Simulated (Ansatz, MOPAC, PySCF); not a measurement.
Gas-phase reaction in SMILES: NC1CCC1 + 5 C (CH4) -> 4 CC (C2H6) [ethane] + NC (CH5N) [methanamine]

Wanted: bond separation energy (enthalpy at 298 K), in kcal/mol. Terms: PM7 with its own dispersion and hydrogen-bond terms; non-relativistic; no spin-orbit coupling; dispersion terms only where a functional's name holds one. First-principles rows: single points at B3LYP-D3(BJ) geometries (Ansatz, a first-principles code), with unscaled harmonic terms from B3LYP/6-31G* (Ansatz) at its own minima. Semi-empirical rows: MOPAC heats of formation at their own minima for 298 K.

```
species    coefficient  E at BP86/def2-SVP (PySCF), Eh  E at wB97X-V/def2-TZVPD (Ansatz), Eh  H(298 K) - E, kcal/mol  heat of formation at PM7 (MOPAC), kcal/mol
---------  -----------  ------------------------------  ------------------------------------  ----------------------  ------------------------------------------
NC1CCC1             -1                      -212.39927                            -212.58375                   84.60                                        5.23
C (CH4)             -5                       -40.48104                             -40.51531                   30.76                                      -14.40
CC (C2H6)           +4                       -79.76158                             -79.82947                   49.98                                      -18.20
CN (CH5N)           +1                       -95.77996                             -95.86394                   43.14                                       -3.44
```

Measured values: Active Thermochemical Tables 1.112 (ions: stationary electron), as tabulated in the package chemicals; CRC Handbook, as tabulated in the package chemicals; they hold spin-orbit and core effects, anharmonicity and other conformers.  Value to compare with, the measured value: -5.9 kcal/mol. 1 Eh = 627.5095 kcal/mol.

Compute it at each level from the table, and compare with the measured value.


- BP86/def2-SVP: the sum of coefficient times E is -0.02181 Eh, or -13.69 kcal/mol; the thermal terms add 4.66. Result: -9.0 kcal/mol. Its error against the measured value is -3.1 kcal/mol.
- wB97X-V/def2-TZVPD: the sum of coefficient times E is -0.02152 Eh, or -13.50 kcal/mol; the thermal terms add 4.66. Result: -8.8 kcal/mol. Its error against the measured value is -2.9 kcal/mol.
- PM7: the sum of coefficient times heat of formation is -9.47 kcal/mol; it needs no thermal term. Its error against the measured value is -3.6 kcal/mol.
